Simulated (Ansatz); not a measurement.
**hcp Co: properties by level of theory**

Reference values: lattice constant a 2.507 Å (measured, 293 K, no zero-point or thermal correction; as tabulated in Wikipedia's data pages); lattice parameter c 4.07 Å (measured, 293 K, no zero-point or thermal correction; as tabulated in Wikipedia's data pages); magnetic moment 1.57 μB (measured, temperature not stated, spin, per atom, our sources range from 1.52 to 1.58; as tabulated in Fu and Singh (2018), arXiv:1808.09261).

```tsv
level (code)	lattice parameter a (Å)	lattice parameter c (Å)	magnetic moment (μB)
PBE (Ansatz)	2.494	[?]	[?]
PBE-D3(BJ) (Ansatz)	[?]	3.993	1.60
PBE-D4 (Ansatz)	[?]	3.996	1.60
B3LYP (VWN-RPA form) (Ansatz)	[?]	[?]	1.77
r²SCANh (Ansatz)	2.461	[?]	1.77
```

Task: What belongs in the gaps?

Result: 
- PBE (Ansatz, an electronic-structure program), lattice parameter c (Å): 4.032
- PBE (Ansatz), magnetic moment (μB): 1.62
- PBE-D3(BJ) (Ansatz), lattice parameter a (Å): 2.470
- PBE-D4 (Ansatz), lattice parameter a (Å): 2.472
- B3LYP (VWN-RPA form) (Ansatz), lattice parameter a (Å): 2.499
- B3LYP (VWN-RPA form) (Ansatz), lattice parameter c (Å): 4.084
- r²SCANh (Ansatz), lattice parameter c (Å): 4.025

Differences from the reference values (errors of the level alone only where the reference is corrected to a static lattice):

```json
[
 {"level": "PBE", "lattice constant a (%)": "-0.52", "lattice parameter c (%)": "-0.93"},
 {"level": "PBE-D3(BJ)", "lattice constant a (%)": "-1.48", "lattice parameter c (%)": "-1.89"},
 {"level": "PBE-D4", "lattice constant a (%)": "-1.40", "lattice parameter c (%)": "-1.82"},
 {"level": "B3LYP (VWN-RPA form)", "lattice constant a (%)": "-0.32", "lattice parameter c (%)": "+0.34"},
 {"level": "r²SCANh", "lattice constant a (%)": "-1.83", "lattice parameter c (%)": "-1.11"}
]
```

Nearest: lattice constant a, not ranked (reference at room or unstated temperature); lattice parameter c, not ranked (reference at room or unstated temperature).

Ansatz's density-functional and Hartree–Fock values are scalar-relativistic unless marked +SOC, with PAW data made under PBE.

Spin-polarised runs: PBE (parallel moments), PBE-D3(BJ) (parallel moments), PBE-D4 (parallel moments), B3LYP (VWN-RPA form) (parallel moments), r²SCANh (parallel moments).

Differences are worked out from the printed values.

The computed numbers hold no vibrational or temperature effects.
